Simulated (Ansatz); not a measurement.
A nudged elastic band was laid between two geometries of HS2Si (4 atoms, charge 0, multiplicity 2).

Theory: UKS BHLYP-D4/def2-SVP (Ansatz).

| Item | Value |
| --- | --- |
| movable images | 5 |
| climbing image | yes |
| spring | 5.0 eV/Å² |
| optimiser | quadratic models (default) |
| start path | through a guess of the saddle point |
| force threshold | 0.03 eV/Å |
| iteration limit | 60 |
| end points | relaxed |

Image 0:

```xyz
4
Properties=species:S:1:pos:R:3
S -1.548 -0.483 1.064
Si 0.151 0.032 -0.017
S 0.074 0.382 -1.925
H 1.323 0.069 0.878
```

Image 6:

```xyz
4
Properties=species:S:1:pos:R:3
S -0.585 -0.317 1.102
Si 0.512 0.218 -0.652
S -0.404 0.383 -2.373
H 0.477 -0.283 1.923
```

Question: What changes between the two ends?

Answer: Bonds broken: Si2–H4. Bonds formed: S1–H4.

Question: What energy profile does the band end with?

Answer: The forces met the threshold. The highest image is number 3 of 0 to 6, 29.1 kcal/mol above the first end and 33.6 kcal/mol above the last; the last end lies 4.5 kcal/mol below the first. A vibrational analysis at the climbing image gives one clearly imaginary mode, 1624i cm⁻¹: a first-order saddle point.

```json
{"image": "0", "path coordinate (Å)": "0.00", "energy (kcal/mol)": "0.0", "Si2–H4 (Å)": "1.47", "S1–H4 (Å)": "2.93"}
{"image": "1", "path coordinate (Å)": "0.38", "energy (kcal/mol)": "3.4", "Si2–H4 (Å)": "1.48", "S1–H4 (Å)": "2.56"}
{"image": "2", "path coordinate (Å)": "0.76", "energy (kcal/mol)": "15.3", "Si2–H4 (Å)": "1.53", "S1–H4 (Å)": "2.11"}
{"image": "3", "path coordinate (Å)": "1.14", "energy (kcal/mol)": "29.1", "Si2–H4 (Å)": "1.65", "S1–H4 (Å)": "1.67"}
{"image": "4", "path coordinate (Å)": "1.52", "energy (kcal/mol)": "11.8", "Si2–H4 (Å)": "1.96", "S1–H4 (Å)": "1.38"}
{"image": "5", "path coordinate (Å)": "1.91", "energy (kcal/mol)": "-0.6", "Si2–H4 (Å)": "2.32", "S1–H4 (Å)": "1.34"}
{"image": "6", "path coordinate (Å)": "2.30", "energy (kcal/mol)": "-4.5", "Si2–H4 (Å)": "2.62", "S1–H4 (Å)": "1.34"}
```

Question: What is the geometry of the highest image?

Answer: 
```xyz
4
Properties=species:S:1:pos:R:3
S -0.924 -0.425 1.342
Si 0.141 0.087 -0.328
S 0.076 0.440 -2.229
H 0.707 -0.101 1.215
```

Question: What are the harmonic wavenumbers there?

Answer: 1624i, 205, 227, 515, 817, 1706 cm⁻¹.

The band took 6 iterations and roughly 90 core-seconds.

Time of the run: 87 s on 1 thread of Arm Neoverse V2, on a shared host, peak memory 0.16 GiB.
